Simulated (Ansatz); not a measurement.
Compare A (`C#CCOCC`) with its isomer B (`C=C(C=O)CC`).

Gas-phase electronic energies from Ansatz, PBE0-D4/def2-TZVP geometries. CCSD(T)/CBS is the MP2 limit (def2-TZVPP, def2-QZVPP) plus CCSD(T) − MP2 in def2-TZVPP, frozen cores. Functionals use def2-TZVPP. B3LYP here is the variant with VWN-RPA as its local correlation; programs differ in this. Each species was taken in one conformer, which may not be the lowest.

A:

```xyz
14

C     2.8435    0.3145   -0.8524
C     1.6792    0.4237   -1.1221
C     0.2603    0.5559   -1.4495
O    -0.5765   -0.2793   -0.6969
C    -0.6185    0.0581    0.6739
C    -1.5630   -0.8885    1.3669
H     3.8766    0.2142   -0.6163
H     0.1058    0.2864   -2.4973
H    -0.0341    1.6105   -1.3326
H    -0.9570    1.0999    0.7857
H     0.3882   -0.0087    1.1071
H    -1.6225   -0.6503    2.4310
H    -2.5651   -0.8179    0.9397
H    -1.2168   -1.9185    1.2627
```

B:

```xyz
14

C    -0.643   -1.704   -0.497
C    -0.353   -0.403   -0.494
C     0.165    0.169   -1.752
O     0.431    1.333   -1.914
C    -0.511    0.508    0.681
C     0.826    0.859    1.328
H    -1.045   -2.208    0.375
H    -0.486   -2.305   -1.388
H     0.290   -0.566   -2.576
H    -0.994    1.429    0.342
H    -1.172    0.039    1.414
H     1.329   -0.038    1.697
H     1.486    1.353    0.613
H     0.677    1.536    2.172
```

Task: Which is lower in electronic energy at CCSD(T)/CBS, and by how much? (Best estimate.)

Result: Ansatz gave: B, by 158.8 kJ/mol.

Task: Give E(B) − E(A) in kJ/mol with HF/def2-TZVPP, ωB97M-V, B3LYP, B3LYP-D4, LDA (SPW92), PBE0-D4, CCSD/def2-TZVPP. (Estimate.)

Result: The calculation gave: HF/def2-TZVPP -156.9, ωB97M-V -161.1, B3LYP -163.1, B3LYP-D4 -168.6, LDA (SPW92) -167.9, PBE0-D4 -172.1, CCSD/def2-TZVPP -157.8. None reverses the order clearly.

Task: Does the order hold for the free energy at 298.15 K (harmonic terms from PBE0-D4)? (Best estimate.)

Result: Computed: Yes: G(B) − G(A) = -155.8 kJ/mol, for one conformer each.

Largest T1 diagnostic: 0.013.

Leaving LDA and LC-ωPBE aside and taking each functional with its dispersion term where it has one, the values, not all of them listed here, spread over 20.5 kJ/mol, from revPBE-D4 to B2PLYP. LDA lies +4.1 kJ/mol from PBE without D4. From BLYP to BHLYP (50 % exact exchange), in def2-TZVPP and without D4, E(B) − E(A) moves by +3.6 kJ/mol.
